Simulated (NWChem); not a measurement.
# CHO cation

```xyz
3

C      0.0000     0.0000    -0.5086
O      0.0000     0.0000     0.5958
H      0.0000     0.0000    -1.6198
```
Atoms are numbered in this order, from 1.

Computed with NWChem. Pople sets run with spherical d functions. Coordinates come from a PBE0/def2-SVP optimisation. Level: M05-2X/6-31G* with SMD (1 M gas to 1 M solution), gas-phase geometry. Reactions with the solvent are ignored.

For solvent water:

- solvation free energy (kcal/mol): -82.3
- cavity-dispersion-structure term (kcal/mol): 5.3

Question: What are these values for solvent acetonitrile?

Answer: 
- solvation free energy (kcal/mol) = -80.6
- cavity-dispersion-structure term (kcal/mol) = 2.4
